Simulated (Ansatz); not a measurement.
# C4H7FO: one species, many methods

How much do the methods differ for C4H7FO? The plan is to run it at one geometry with functionals of several rungs and with coupled cluster. The yardstick is the atomisation energy at the CCSD(T) limit.

Method: functionals in def2-TZVPP, the program's frozen cores in correlated methods; program: Ansatz 0.2.0, Gaussian basis.

Levels to be run: PBE-D4, r2SCAN-D4, PBE0-D4, B3LYP-D4, ωB97X-V, ωB97M-V, B2PLYP; CCSD(T)/def2-TZVPP; MP2/def2-QZVPP; extrapolation to the limit.

## Step 1: Structure used throughout

An earlier PBE0-D4 in a triple-zeta def2 set relaxation fixed the geometry.

SMILES `C/C=C(\F)OC`, 13 atoms, charge 0, spin multiplicity 1.

Atoms are counted from 1 here; the program's logs count them from 0.

Bond lengths: C1–C2 1.489 Å, C1–H7 1.094 Å, C1–H8 1.090 Å, C1–H9 1.094 Å, C2–C3 1.323 Å, C2–H10 1.083 Å, C3–F4 1.344 Å, C3–O5 1.332 Å, O5–C6 1.423 Å, C6–H11 1.088 Å, C6–H12 1.091 Å, C6–H13 1.094 Å. Angles: C2–C1–H7 111.1°, C2–C1–H8 111.5°, C2–C1–H9 111.1°, H7–C1–H8 108.0°, H7–C1–H9 106.9°, H8–C1–H9 108.0°, C1–C2–C3 124.9°, C1–C2–H10 119.5°, C3–C2–H10 115.5°, C2–C3–F4 121.8°, C2–C3–O5 125.4°, F4–C3–O5 112.7°, C3–O5–C6 115.6°, O5–C6–H11 106.1°, O5–C6–H12 111.2°, O5–C6–H13 110.4°, H11–C6–H12 109.6°, H11–C6–H13 109.7° and more.

## Step 2: PBE-D4 (GGA)

The input, in.yaml:

```yaml
crystal:
  periodic: [false, false, false]
  atoms:
    - {symbol: C, position_ang: [-1.777617, 1.008180, -1.082857]}
    - {symbol: C, position_ang: [-0.351394, 0.802788, -0.708038]}
    - {symbol: C, position_ang: [0.144309, -0.313178, -0.198834]}
    - {symbol: F, position_ang: [-0.637249, -1.367963, 0.091070]}
    - {symbol: O, position_ang: [1.435260, -0.552087, 0.027769]}
    - {symbol: C, position_ang: [1.753069, -1.019258, 1.334091]}
    - {symbol: H, position_ang: [-2.208465, 1.856506, -0.542760]}
    - {symbol: H, position_ang: [-2.379698, 0.127073, -0.861642]}
    - {symbol: H, position_ang: [-1.877405, 1.227130, -2.150477]}
    - {symbol: H, position_ang: [0.364803, 1.597519, -0.877160]}
    - {symbol: H, position_ang: [2.836856, -1.109077, 1.367746]}
    - {symbol: H, position_ang: [1.298418, -1.992471, 1.527420]}
    - {symbol: H, position_ang: [1.419512, -0.299862, 2.088471]}
basis:
  gaussian: {orbitals: def2-TZVPP}
hamiltonian: {xc: pbe, dispersion: d4}
output: {forces: true, orbitals: {seedname: orbitals}}
```

On the command line:

```
ansatz run in.yaml --threads 4 --pin off --events-out ev --progress --plain --max-ram 10444MiB
```

The runs that follow: r2SCAN-D4 (meta-GGA); PBE0-D4 (hybrid); B3LYP-D4 (hybrid); ωB97X-V (range-separated); ωB97M-V (range-separated); B2PLYP (double hybrid); CCSD(T) in def2-TZVPP; MP2 in def2-QZVPP.

Before running them: what should the planned runs give, taken together? Wanted: atomisation energy, CCSD(T)/CBS; farthest; mean size of error, hybrid; mean size of error, range-separated; gap, smallest and largest; T1 diagnostic; triples share of the correlation energy.

As calculated:

| quantity | value |
| --- | --- |
| atomisation energy, CCSD(T)/CBS | 5265.9 kJ/mol |
| functionals within 26.3 kJ/mol (0.5 %) | B3LYP-D4, ωB97X-V, ωB97M-V |
| farthest | PBE-D4 (+169.2 kJ/mol) |
| mean size of error, hybrid | 29.2 kJ/mol |
| mean size of error, range-separated | 19.2 kJ/mol |
| gap, smallest and largest | 5.40 eV (PBE-D4), 12.13 eV (ωB97X-V) |
| T1 diagnostic | 0.0115 |
| triples share of the correlation energy | 3.8 % |

In words: PBE-D4 misses by +169.2 kJ/mol. Double hybrids carry the basis error of their MP2 part in triple zeta, and no dispersion term here, so their miss is partly the set-up's. The reference freezes the cores and leaves out relativity and excitations past (T), so misses under about 26.3 kJ/mol can't be ranked. Hartree-Fock recovers 72 % of the binding; the rest is correlation. Orbital gaps span 5.4 to 12.1 eV; exact exchange widens them.
